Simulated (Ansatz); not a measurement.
Reaction (substitution at a C–F bond): `N#CCF` + HCl → `N#CCCl` + H–F

Gas-phase electronic energies from Ansatz, PBE0-D4/def2-TZVP geometries. CCSD(T)/CBS is the MP2 limit (def2-TZVPP, def2-QZVPP) plus CCSD(T) − MP2 in def2-TZVPP, frozen cores. This one scheme is used for every species. DFT in def2-TZVPP. B3LYP here is the variant with VWN-RPA as its local correlation; programs differ in this.

```csv
level,ΔE (kJ/mol)
PBE-D4,-22.2
r2SCAN0-D4,-20.0
ωB97X-V,-16.0
B3LYP,-13.3
CCSD/def2-SVP,-3.9
HF/def2-TZVPP,-5.5
MP2/CBS(def2),-38.5
CCSD/CBS(def2),-25.6
```

(1) What does CCSD(T)/CBS give? (An estimate is asked.)

Largest T1 diagnostic among the species: 0.013.

Answers

(1) Ansatz gave: -28.3 kJ/mol. The listed levels differ from it by 6.1, 8.3, 12.3, 15.0, 24.4, 22.8, -10.2, 2.7 kJ/mol.

In def2-TZVPP, CCSD(T) changes the Hartree–Fock value by −16.6 kJ/mol (the triples alone add −2.6 kJ/mol) and MP2 by −26.9 kJ/mol. The D4 term adds −4.7 kJ/mol with B3LYP and −2.4 kJ/mol with PBE0; it sums over pairs of atoms, weighted by their polarisabilities, and B3LYP, whose exchange is more repulsive, gets the larger term.
